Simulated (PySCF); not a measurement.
Homolysis of single bonds, series Si SH-H. All species are isolated molecules in the gas phase. One relaxed conformer stands for each flexible species; it need not be the lowest. Strings in code marks are SMILES.

All values below come from PBE-D3(BJ)/def2-TZVP run with PySCF. Excitations are Tamm–Dancoff values on a coarser integration grid. The basis has no diffuse functions, so Rydberg states are missing or too high.

| species | HOMO (eV) | S1–T1 gap (TDA) (eV) | S1 oscillator strength | T1 excitation (TDA) (eV) |
|---|---|---|---|---|
| whole molecule (`S[Si](S)(S)S`) | -6.39 | 0.28 | 0.005 | 4.72 |
| radical fragment (`S[Si](S)S`) | – | – | – | – |
| radical fragment (`[SH]`) | – | – | – | – |
| whole molecule (`[SiH](S)(S)S`) | -6.36 | … | 0.002 | … |
| whole molecule (`S[SiH2]S` (H–S–Si–S torsion 56°, S–Si–S–H torsion 56°)) | -6.28 | 0.39 | 0.006 | … |

**Question.** What belongs in the gaps?

**Answer.** 
- whole molecule (`[SiH](S)(S)S`), S1–T1 gap (TDA) (eV): 0.29
- whole molecule (`[SiH](S)(S)S`), T1 excitation (TDA) (eV): 5.14
- whole molecule (`S[SiH2]S` (H–S–Si–S torsion 56°, S–Si–S–H torsion 56°)), T1 excitation (TDA) (eV): 4.92
